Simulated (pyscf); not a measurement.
Four-centre exchange: `[N][F]` [triplet] + `[FH]` → `[N][F]` [triplet] + `[FH]`

Gas phase, triplet surface, charge 0. Bonds broken: N1–F2, F3–H4. Bonds formed: N1–F3, F2–H4. Structures and frequencies: ωB97X-D3(BJ)/def2-SVP in PySCF. MP2 and CC: frozen core, UHF for open shells. ΔMP2 is the change of the MP2 total energy from the triple- to the quadruple-zeta basis.

Transition state (Å):

```xyz
4

N     -0.0395    -0.4313     0.4092
F     -1.6362     0.3913     0.6271
F     -1.1692    -1.0829    -0.8449
H     -1.7580    -0.3235    -0.2438
```

One imaginary mode, 1957i cm⁻¹; descent along it reached the two sides named.

| bond | change | reactant side (Å) | saddle | product side |
|---|---|---|---|---|
| N1–F2 | breaks | 1.308 | 1.809 | 3.0 |
| F3–H4 | breaks | 0.923 | 1.133 | 2.149 |
| N1–F3 | forms | 3.0 | 1.809 | 1.309 |
| F2–H4 | forms | 2.172 | 1.133 | 0.923 |

Electronic energies relative to the separated reactants (kJ/mol):

| level | barrier | reaction energy | reverse barrier |
|---|---|---|---|
| ωB97X-D3(BJ)/def2-TZVP | 299.5 | 0.0 | 299.5 |
| PBE/def2-TZVP | 234.2 | 0.0 | 234.2 |
| r²SCAN/def2-TZVP | 250.5 | 0.0 | 250.5 |
| B3LYP-D3(BJ)/def2-TZVP | 268.4 | 0.0 | 268.4 |
| PBE0-D3(BJ)/def2-TZVP | 286.5 | 0.0 | 286.5 |
| M06-2X/def2-TZVP | 309.0 | 0.0 | 309.0 |
| ωB97M-D3(BJ)/def2-TZVP | 293.6 | 0.0 | 293.6 |
| HF/def2-TZVP | 389.2 | 0.0 | 389.2 |
| MP2/def2-QZVPP | 324.7 | 0.0 | 324.7 |
| CCSD/def2-TZVPP | 331.5 | 0.0 | 331.5 |
| CCSD(T)/def2-TZVPP | 305.1 | 0.0 | 305.1 |
| CCSD(T)/def2-TZVPP + ΔMP2(QZVPP) | 305.1 | 0.0 | 305.1 |

With CCSD(T)/def2-TZVPP + ΔMP2(QZVPP) energies and thermal terms (ideal gas, 1 atm, RRHO with modes under 100 cm⁻¹ raised to 100, one conformer, R ln 2 for rigid chiral ones), in kJ/mol:

```csv
T (K),ΔH‡,ΔG‡,ΔH,ΔG
298,296.8,334.4,0.0,0.0
600,294.4,373.8,0.0,0.0
900,294.3,413.6,0.0,0.0
1200,295.0,453.2,0.0,0.0
```

This is the saddle that the search found; another between the same sides may lie lower. The CCSD(T) − MP2 part came from Ansatz, without density fitting, on the same reference.
